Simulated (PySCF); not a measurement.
Question: What does the PBE0-D3(BJ)/def2-SVP structure of InChI=1S/C6H10/c1-2-4-5-3-6(4)5/h4-6H,2-3H2,1H3/t4-,5-,6+ look like in three dimensions?

Answer: 
```xyz
16
C6H10 angstrom
C     -1.758   -0.541    1.418
C     -1.286   -0.664   -0.024
C     -0.048    0.151   -0.308
C      0.869   -0.253   -1.417
C      2.113    0.410   -0.932
C      1.297   -0.433   -0.013
H     -1.972    0.507    1.677
H     -2.677   -1.122    1.593
H     -0.991   -0.903    2.120
H     -1.085   -1.721   -0.268
H     -2.091   -0.341   -0.706
H     -0.172    1.234   -0.129
H      0.724   -0.986   -2.209
H      3.064   -0.011   -1.277
H      2.126    1.503   -0.795
H      1.561   -1.339    0.533
```

Orientation and origin are arbitrary. Atoms count from 1 in this order. Of the pairs four or more bonds apart, H12···H15 is among the closest relative to their van der Waals radii: 2.41 Å, 100 % of the sum of Bondi's values. The 3-membered ring C3–C4–C6 has internal angles of 59.3° to 60.4°. The 7 C–C bonds span 1.479 Å (C4–C6, drawn single) to 1.522 Å (C1–C2, drawn single), a spread of 0.043 Å. The 3-membered ring C4–C5–C6 has internal angles of 59.5° to 60.3°.

Bonds between heavy atoms (Å): C1–C2 1.522, C2–C3 1.509, C3–C4 1.494, C4–C5 1.491, C5–C6 1.491, C3–C6 1.496, C4–C6 1.479.

The calculation used PBE0-D3(BJ)/def2-SVP geometry optimisation, gas phase in PySCF 2.14.0.

Point group: C1 (no symmetry element, even within 0.4 Å). No PBE0-D3(BJ)/def2-SVP frequencies stand behind this structure, so it isn't proved a minimum. One conformer, not necessarily the lowest (C1–C2–C3–C4 154°).
